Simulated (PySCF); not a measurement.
# ClH₃: relaxation and vibrations of the singlet

Where does singlet ClH₃ go from a trigonal planar start, is the end point a minimum, and what are its modes, charges and moments?

Method: PBE0, basis Cl def2-TZVP, H def2-TZVP, no relativity, density fitting; program: PySCF 2.14.0.

## 1. The starting structure

4 atoms, charge 0, spin multiplicity 1.

Bond lengths: Cl1–H2 1.310 Å, Cl1–H3 1.310 Å, Cl1–H4 1.310 Å. Angles: H2–Cl1–H3 120.0°, H2–Cl1–H4 120.0°, H3–Cl1–H4 120.0°.

Z-matrix (Å, degrees; charge 0 multiplicity 1):
```
Cl
H  1 1.3100
H  1 1.3100 2 120.00
H  1 1.3100 2 120.00 3 180.00
```

## 2. Relaxing the singlet from the trigonal planar start

One driver script runs all steps and calls PySCF; scf.py shows how it sets up the SCF of each step. The optimiser is the driver's own. Before each start the driver seeks the lowest SCF state from one or more starting densities and follows internal instabilities, so scf.py alone need not reach the same state.

The program finds D3h symmetry in the start, which this walk keeps.

File scf.py:

```python
from pyscf import gto, scf, dft
mol = gto.M(atom='''
Cl     0.000000    -0.000000     0.000000
H      1.310004    -0.000003    -0.000000
H     -0.654999     1.134498     0.000000
H     -0.655005    -1.134495    -0.000000''',
    basis={'Cl': 'def2-TZVP', 'H': 'def2-TZVP'},
    charge=0, spin=0)
mf = dft.RKS(mol, xc='PBE0')
mf.grids.atom_grid = (50, 194)
aux = {'Cl': 'def2-universal-JKFIT', 'H': 'def2-universal-JKFIT'}
mf = mf.density_fit(auxbasis=aux)
mf.kernel()
```

Further steps of the session: Frequencies; Following the imaginary mode; Hessian and properties.

Q: Predict the outcome of this session. Wanted: minimum; geometry; wavenumbers; dipole moment; highest occupied, lowest empty level; polar-tensor charge of Cl1; zero-point energy; atomisation energy.

**Answer**, as computed:

| quantity | value |
| --- | --- |
| minimum | singlet, C2v |
| geometry | Cl–H 1.274 Å, Cl–H 1.588 Å (×2); H–Cl–H 84.9° (×2), H–Cl–H 169.8° |
| wavenumbers (cm⁻¹) | 1039 (b1), 1111 (b2), 1176 (a1), 1324 (b2), 1521 (a1), 2975 (a1) |
| dipole moment | 1.11 D |
| highest occupied, lowest empty level | -5.69, -0.51 eV |
| polar-tensor charge of Cl1 | +0.83 e |
| zero-point energy | 54.7 kJ/mol |
| entropy at 298.15 K | 214.5 J/(mol K) |
| atomisation energy (no zero-point energy) | 440 kJ/mol |

**Reading.** The trigonal planar start (D3h) ends in a minimum of C2v symmetry, after a first stop at a second-order saddle point 183.8 kJ/mol higher, from which it was pushed off along an imaginary mode. In the infrared the band at 1111 cm⁻¹ (b2, stretch) leads. Other starts or spin states, not run here, may lie lower.
